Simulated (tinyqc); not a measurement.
Inside a calculation. Method: extended Hueckel theory, for HF. One step of it, computed by the program tinyqc.

Question. Wolfsberg-Helmholz matrix. H_ij = K' S_ij (H_ii + H_jj)/2 for i != j (the diagonal keeps H_ii), with K' = K + D^2 + D^4 (1 - K), D = (H_ii - H_jj)/(H_ii + H_jj), K = 1.75.

overlap S, lower triangle:
```
           1F 2s    1F 2px    1F 2py    1F 2pz     2H 1s
1F 2s   1.000000
1F 2px  0.000000  1.000000
1F 2py  0.000000  0.000000  1.000000
1F 2pz  0.000000  0.000000  0.000000  1.000000
2H 1s   0.373463  0.000000  0.000000  0.324306  1.000000
```

diagonal H_ii (eV): 1F 2s -40.000000, 1F 2px -18.100000, 1F 2py -18.100000, 1F 2pz -18.100000, 2H 1s -13.600000

K = 1.750000

Give: H.

Answer.

H (eV), lower triangle:
```
           1F 2s    1F 2px    1F 2py    1F 2pz     2H 1s
1F 2s   -40.0000
1F 2px    0.0000  -18.1000
1F 2py    0.0000    0.0000  -18.1000
1F 2pz    0.0000    0.0000    0.0000  -18.1000
2H 1s   -19.5017    0.0000    0.0000   -9.0975  -13.6000
```
